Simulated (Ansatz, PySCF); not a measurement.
Potential energy curve for SMILES FCF (CH₂F₂). The C2–H5 bond (C2 also carries F, F, H; H5 carries nothing else) is varied alone, starting from the PBE0/def2-TZVP optimised geometry.

- RKS-PBE = restricted PBE/cc-pVDZ (Ansatz, a quantum-chemistry and plane-wave program)
- UKS-PBE = unrestricted PBE/cc-pVDZ run with Ansatz
- UKS-B3LYP = unrestricted B3LYP/cc-pVDZ (PySCF 2.14.0)
- UCCSD(T) = CCSD(T) on UHF/cc-pVDZ, 3 core orbitals frozen (PySCF 2.14.0)

Energies relative to the lowest point of each curve near equilibrium, in mEh; the last columns give the difference from UCCSD(T):

```json
[
 {"R / Å": "0.87", "RKS-PBE": "55.9", "UKS-PBE": "55.9", "UKS-B3LYP": "53.2", "UCCSD(T)": "55.2", "RKS-PBE − UCCSD(T)": "0.7", "UKS-PBE − UCCSD(T)": "0.7", "UKS-B3LYP − UCCSD(T)": "-2.0"},
 {"R / Å": "0.92", "RKS-PBE": "31.5", "UKS-PBE": "31.5", "UKS-B3LYP": "29.4", "UCCSD(T)": "30.6", "RKS-PBE − UCCSD(T)": "0.9", "UKS-PBE − UCCSD(T)": "0.9", "UKS-B3LYP − UCCSD(T)": "-1.2"},
 {"R / Å": "0.99", "RKS-PBE": "10.9", "UKS-PBE": "10.9", "UKS-B3LYP": "9.6", "UCCSD(T)": "10.1", "RKS-PBE − UCCSD(T)": "0.8", "UKS-PBE − UCCSD(T)": "0.8", "UKS-B3LYP − UCCSD(T)": "-0.5"},
 {"R / Å": "1.03", "RKS-PBE": "4.5", "UKS-PBE": "4.5", "UKS-B3LYP": "3.7", "UCCSD(T)": "3.9", "RKS-PBE − UCCSD(T)": "0.6", "UKS-PBE − UCCSD(T)": "0.6", "UKS-B3LYP − UCCSD(T)": "-0.2"},
 {"R / Å": "1.05", "RKS-PBE": "2.4", "UKS-PBE": "2.4", "UKS-B3LYP": "1.8", "UCCSD(T)": "2.0", "RKS-PBE − UCCSD(T)": "0.4", "UKS-PBE − UCCSD(T)": "0.4", "UKS-B3LYP − UCCSD(T)": "-0.1"},
 {"R / Å": "1.09", "RKS-PBE": "0.1", "UKS-PBE": "0.1", "UKS-B3LYP": "0.0", "UCCSD(T)": "0.0", "RKS-PBE − UCCSD(T)": "0.1", "UKS-PBE − UCCSD(T)": "0.1", "UKS-B3LYP − UCCSD(T)": "0.0"},
 {"R / Å": "1.14", "RKS-PBE": "0.0", "UKS-PBE": "0.0", "UKS-B3LYP": "0.6", "UCCSD(T)": "0.5", "RKS-PBE − UCCSD(T)": "-0.5", "UKS-PBE − UCCSD(T)": "-0.5", "UKS-B3LYP − UCCSD(T)": "0.0"},
 {"R / Å": "1.15", "RKS-PBE": "0.3", "UKS-PBE": "0.3", "UKS-B3LYP": "1.0", "UCCSD(T)": "0.9", "RKS-PBE − UCCSD(T)": "-0.6", "UKS-PBE − UCCSD(T)": "-0.6", "UKS-B3LYP − UCCSD(T)": "0.0"},
 {"R / Å": "1.21", "RKS-PBE": "3.8", "UKS-PBE": "3.8", "UKS-B3LYP": "5.2", "UCCSD(T)": "5.3", "RKS-PBE − UCCSD(T)": "-1.5", "UKS-PBE − UCCSD(T)": "-1.5", "UKS-B3LYP − UCCSD(T)": "-0.1"},
 {"R / Å": "1.25", "RKS-PBE": "7.4", "UKS-PBE": "7.4", "UKS-B3LYP": "9.3", "UCCSD(T)": "9.5", "RKS-PBE − UCCSD(T)": "-2.1", "UKS-PBE − UCCSD(T)": "-2.1", "UKS-B3LYP − UCCSD(T)": "-0.2"},
 {"R / Å": "1.36", "RKS-PBE": "20.6", "UKS-PBE": "20.6", "UKS-B3LYP": "24.0", "UCCSD(T)": "24.6", "RKS-PBE − UCCSD(T)": "-3.9", "UKS-PBE − UCCSD(T)": "-3.9", "UKS-B3LYP − UCCSD(T)": "-0.6"},
 {"R / Å": "1.48", "RKS-PBE": "37.9", "UKS-PBE": "37.9", "UKS-B3LYP": "42.8", "UCCSD(T)": "43.8", "RKS-PBE − UCCSD(T)": "-5.9", "UKS-PBE − UCCSD(T)": "-5.9", "UKS-B3LYP − UCCSD(T)": "-1.0"},
 {"R / Å": "1.64", "RKS-PBE": "61.8", "UKS-PBE": "61.8", "UKS-B3LYP": "68.8", "UCCSD(T)": "69.9", "RKS-PBE − UCCSD(T)": "-8.0", "UKS-PBE − UCCSD(T)": "-8.0", "UKS-B3LYP − UCCSD(T)": "-1.1"},
 {"R / Å": "1.79", "RKS-PBE": "83.1", "UKS-PBE": "83.1", "UKS-B3LYP": "92.0", "UCCSD(T)": "92.9", "RKS-PBE − UCCSD(T)": "-9.8", "UKS-PBE − UCCSD(T)": "-9.8", "UKS-B3LYP − UCCSD(T)": "-1.0"},
 {"R / Å": "1.96", "RKS-PBE": "104.9", "UKS-PBE": "104.9", "UKS-B3LYP": "115.8", "UCCSD(T)": "115.4", "RKS-PBE − UCCSD(T)": "-10.5", "UKS-PBE − UCCSD(T)": "-10.5", "UKS-B3LYP − UCCSD(T)": "0.4"},
 {"R / Å": "2.21", "RKS-PBE": "131.8", "UKS-PBE": "131.8", "UKS-B3LYP": "141.2", "UCCSD(T)": "141.4", "RKS-PBE − UCCSD(T)": "-9.6", "UKS-PBE − UCCSD(T)": "-9.6", "UKS-B3LYP − UCCSD(T)": "-0.2"},
 {"R / Å": "2.43", "RKS-PBE": "150.9", "UKS-PBE": "146.6", "UKS-B3LYP": "153.2", "UCCSD(T)": "155.9", "RKS-PBE − UCCSD(T)": "-5.0", "UKS-PBE − UCCSD(T)": "-9.3", "UKS-B3LYP − UCCSD(T)": "-2.7"},
 {"R / Å": "2.68", "RKS-PBE": "168.2", "UKS-PBE": "155.0", "UKS-B3LYP": "160.4", "UCCSD(T)": "163.3", "RKS-PBE − UCCSD(T)": "4.9", "UKS-PBE − UCCSD(T)": "-8.3", "UKS-B3LYP − UCCSD(T)": "-2.9"},
 {"R / Å": "2.98", "RKS-PBE": "183.8", "UKS-PBE": "159.4", "UKS-B3LYP": "164.6", "UCCSD(T)": "166.3", "RKS-PBE − UCCSD(T)": "17.6", "UKS-PBE − UCCSD(T)": "-6.8", "UKS-B3LYP − UCCSD(T)": "-1.7"},
 {"R / Å": "3.28", "RKS-PBE": "195.1", "UKS-PBE": "161.3", "UKS-B3LYP": "166.5", "UCCSD(T)": "167.2", "RKS-PBE − UCCSD(T)": "27.9", "UKS-PBE − UCCSD(T)": "-5.9", "UKS-B3LYP − UCCSD(T)": "-0.7"},
 {"R / Å": "3.78", "RKS-PBE": "207.3", "UKS-PBE": "162.3", "UKS-B3LYP": "167.8", "UCCSD(T)": "167.7", "RKS-PBE − UCCSD(T)": "39.6", "UKS-PBE − UCCSD(T)": "-5.4", "UKS-B3LYP − UCCSD(T)": "0.1"}
]
```

RKS-PBE is furthest from UCCSD(T) at 3.78 (39.6 mEh, above); its mean absolute difference over the points is 7.2 mEh.

UKS-PBE is furthest from UCCSD(T) at 1.96 (-10.5 mEh, below); its mean absolute difference over the points is 4.4 mEh.

UKS-B3LYP is furthest from UCCSD(T) at 2.68 (-2.9 mEh, below); its mean absolute difference over the points is 0.8 mEh.

The restricted form behind RKS-PBE keeps the bonding electrons paired and can't separate into open-shell fragments. The unrestricted determinant behind UKS-PBE, UKS-B3LYP is spin-contaminated at 2.21 to 3.78 Å (<S²> up to 1.0, against 0.00 for a pure singlet). The unrestricted determinant behind UCCSD(T) is spin-contaminated at 1.64 to 3.78 Å (<S²> up to 1.0, against 0.00 for a pure singlet).
